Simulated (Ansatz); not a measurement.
`CC(F)F` → fluoromethane + `[CH]F` at 500 K and 1 bar (formal loss of a carbene).

Calculated with Ansatz (gas phase, PBE0-D4/def2-TZVP geometries, no zero-point term in ΔE). CBS: MP2 limit from def2 TZ/QZ plus the TZ coupled-cluster correction, frozen cores. This one scheme is used for every species.

```csv
species,CCSD(T)/CBS energy (Eh),H − E (kJ/mol),S (J/(mol·K))
`CC(F)F`,-278.09861,189.2,322.3
`CF`,-139.63461,122.2,244.8
`[CH]F`,-138.29972,50.0,241.9
```

H − E and S are ideal-gas, rigid-rotor, harmonic terms from PBE0-D4/def2-TZVP. 1 Eh = 2625.50 kJ/mol, R = 8.31446 J/(mol·K).

Question: By hand: ΔE, ΔH, ΔS and ΔG.

Answer: ΔE = (-139.63461) + (-138.29972) − (-278.09861) = 0.16428 Eh = 431.3 kJ/mol. Δ(H − E) = 122.2 + 50.0 − 189.2 = -17.0, so ΔH = 414.3 kJ/mol. ΔS = 244.8 + 241.9 − 322.3 = 164.4 J/(mol·K). ΔG = 414.3 − 500 × (164.4)/1000 = 332.1 kJ/mol.

Question: By hand: the equilibrium constant, and the temperature at which ΔG would vanish if ΔH and ΔS stayed fixed.

Answer: log₁₀ K = −ΔG/(RT ln 10) = -34.7. ΔG = 0 at ΔH/ΔS = 2520 K, far beyond where these terms or the molecules hold.

The number of gas molecules changes by +1, which sets the sign of ΔS. A doubt of 5 kJ/mol in ΔE shifts log₁₀ K by 0.5 here. These are equilibria of isolated gas molecules and say nothing of rates. Largest T1 diagnostic: 0.018 (customary marks: 0.02 for closed shells, 0.045 for open ones).
